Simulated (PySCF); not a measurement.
# Spin-rotation constants: `ClCC1(Cl)CC1`, C4H6Cl2

Geometry (Å), atoms numbered from 1 in this order:
```xyz
12

Cl    1.432    0.722   -1.739
C     1.471    0.189   -0.043
C     0.091   -0.139    0.471
Cl    0.215   -0.662    2.159
C    -0.956   -0.791   -0.372
C    -1.126    0.633    0.081
H     1.915    1.000    0.538
H     2.116   -0.691    0.003
H    -0.719   -0.978   -1.408
H    -1.573   -1.548    0.085
H    -1.005    1.423   -0.645
H    -1.859    0.841    0.844
```

Method: GIAO B97-2/pcSseg-1 magnetisability, rotational g tensor and spin-rotation constants, non-relativistic, gas phase (PySCF 2.14.0). Geometry: GFN2-xTB.

(1) Give the nuclear spin-rotation constants along the inertial axes (H = +C I·J) beside the isotropic shieldings.

(2) How do the rotational constants and the g tensor change when H7, H8, H9, H10, H11, H12 are replaced by deuterium?

Results:

(1) Rotational constants 4.4632, 1.4120, 1.1810 GHz. A star marks the isotopologue with that one atom substituted, in its own axes.
```tsv
atom	isotope	Caa (kHz)	Cbb (kHz)	Ccc (kHz)	mean (kHz)	σ (ppm)
Cl1	35Cl	0.229	0.262	0.300	0.264	869.7
Cl4	35Cl	0.292	0.361	0.424	0.359	764.0
H7	1H	-0.479	-0.072	-0.001	-0.184	27.8
H8	1H	-0.479	-0.072	-0.002	-0.184	27.8
H9	1H	-0.143	-0.144	-0.082	-0.123	30.5
H10	1H	-0.199	-0.122	-0.095	-0.139	30.9
H11	1H	-0.143	-0.144	-0.082	-0.123	30.5
H12	1H	-0.198	-0.122	-0.095	-0.139	30.9
C2	13C*	0.726	0.268	0.264	0.419	134.7
C3	13C*	0.431	0.353	0.248	0.344	139.1
C5	13C*	0.370	0.191	0.221	0.261	172.7
```
For the geometry as given, no vibrational averaging.

(2) Constants 3.6633, 1.3658, 1.1264 GHz; g 0.0157, -0.0074, -0.0064, against 0.0194, -0.0077, -0.0067 before.
